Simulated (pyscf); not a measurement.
## Hydrogen abstraction: methyltrichlorosilane (H₃C–Si(Cl)(Cl)–Cl) + H atom (H•) -> •H₂C–Si(Cl)(Cl)–Cl + hydrogen (H₂)

Gas phase, doublet surface, charge 0. Bonds broken: C1–H6. Bonds formed: H6–H9. Single points on ωB97X-D3(BJ)/def2-SVP structures (PySCF, gas phase).

Transition state (Å):

```xyz
9

C     -0.7037    -0.0822     1.2274
Si     0.0821     0.1619    -0.4151
Cl     1.8550     1.1563    -0.1985
Cl    -1.1501     1.2617    -1.6195
Cl     0.4588    -1.6248    -1.3423
H     -0.8760     1.2001     1.7296
H     -1.7310    -0.4708     1.2184
H     -0.0776    -0.5532     1.9973
H     -1.0098     2.0332     2.1065
```

One imaginary mode, 1444i cm⁻¹; descent along it reached the two sides named.

```json
[
 {"bond": "C1–H6", "change": "breaks", "reactant side (Å)": "1.101", "saddle": "1.388", "product side": "4.0"},
 {"bond": "H6–H9", "change": "forms", "reactant side (Å)": "3.4", "saddle": "0.924", "product side": "0.759"}
]
```

Electronic energies relative to the separated reactants (kcal/mol):

| level | barrier | reaction energy | reverse barrier |
|---|---|---|---|
| ωB97X-D3(BJ)/def2-TZVP | 12.7 | +1.7 | 10.9 |
| PBE/def2-TZVP | 8.0 | +1.8 | 6.1 |
| r²SCAN/def2-TZVP | 6.5 | -2.4 | 8.9 |
| B3LYP-D3(BJ)/def2-TZVP | 7.2 | -2.1 | 9.3 |
| PBE0-D3(BJ)/def2-TZVP | 10.2 | +2.4 | 7.8 |
| M06-2X/def2-TZVP | 14.1 | +0.8 | 13.2 |
| ωB97M-D3(BJ)/def2-TZVP | 12.7 | +1.6 | 11.1 |
| HF/def2-TZVP | 23.4 | -0.9 | 24.2 |

With ωB97M-D3(BJ)/def2-TZVP energies and thermal terms (ideal gas, 1 atm, RRHO with modes under 100 cm⁻¹ raised to 100, one conformer, R ln 2 for chiral ones without a mode under 150 cm⁻¹), in kcal/mol:

```tsv
T (K)	ΔH‡	ΔG‡	ΔH	ΔG
298	10.1	16.2	-0.1	-2.5
600	9.9	22.6	+0.3	-5.2
900	9.8	28.9	+0.3	-8.0
1200	9.8	35.3	-0.1	-10.7
```

One saddle was located; it need not be the lowest between these sides. The angle at the transferred H is 177°.
